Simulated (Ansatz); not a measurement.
# BClH6Si: the cost of one run

Method: RKS LDA/def2-SVP, in Ansatz 0.2.0.

## (1) The starting structure

Bond lengths: B1–Cl2 2.210 Å, B1–H3 1.190 Å, B1–H4 1.190 Å, B1–Si5 2.250 Å, Si5–H6 1.460 Å, Si5–H7 1.460 Å, Si5–H8 1.460 Å, Cl2–H9 1.339 Å, Si5–H9 1.421 Å. Angles (14 of 18 angles, heavy atoms first): Cl2–B1–Si5 71.6°, B1–Cl2–H9 74.5°, Cl2–B1–H3 120.0°, Cl2–B1–H4 120.0°, H3–B1–Si5 97.0°, H4–B1–Si5 101.2°, B1–Si5–H6 109.5°, B1–Si5–H7 109.5°, B1–Si5–H8 109.5°, B1–Si5–H9 71.9°, Cl2–H9–Si5 141.9°, H3–B1–H4 120.0°, H6–Si5–H7 109.4°, H6–Si5–H8 109.4°.

Coordinates:

```xyz
9

B     0.0000    0.0000    0.0000
Cl    0.0000    0.0000    2.2100
H     1.0305    0.0000   -0.5950
H    -1.0305    0.0000   -0.5950
Si    0.0940   -2.1331    0.7095
H    -0.6959   -2.9783   -0.1812
H     1.4817   -2.5871    0.7061
H    -0.4425   -2.2202    2.0645
H     0.0569   -1.2896    1.8528
```

## (2) Pulling towards end A

Springs on the bonds that form and break draw the guess towards this end; the thresholds are loose.

The input, input.yaml:

```yaml
crystal:
  periodic: [false, false, false]
  atoms:
    - { symbol: B, position_ang: [0.0, 0.0, 0.0] }
    - { symbol: Cl, position_ang: [0.0, 0.0, 2.21] }
    - { symbol: H, position_ang: [1.0305, 0.0, -0.595] }
    - { symbol: H, position_ang: [-1.0305, 0.0, -0.595] }
    - { symbol: Si, position_ang: [0.094, -2.1331, 0.7095] }
    - { symbol: H, position_ang: [-0.6959, -2.9783, -0.1812] }
    - { symbol: H, position_ang: [1.4817, -2.5871, 0.7061] }
    - { symbol: H, position_ang: [-0.4425, -2.2202, 2.0645] }
    - { symbol: H, position_ang: [0.0569, -1.2896, 1.8528] }
basis:
  gaussian: { orbitals: def2-SVP }
hamiltonian:
  xc: lda
relax:
  f_tol: 0.15
  max_steps: 25
  restrain:
    - { distance: [0, 4], at: 3.15, k: 30.0 }
    - { distance: [8, 1], at: 2.57, k: 30.0 }
    - { distance: [0, 1], at: 1.86, k: 30.0 }
    - { distance: [8, 4], at: 1.46, k: 30.0 }
output:
  orbitals: {}
```

Started as:

```
> ansatz run input.yaml --threads 1 --pin off --max-ram 2048MiB --backend cpu --events-out ev --progress --plain --runs-dir out
```

What time and memory should one allow on 1 thread of Intel Xeon Platinum 8488C (Sapphire Rapids), shared host?

About 14 s, with a peak of 0.15 GiB.
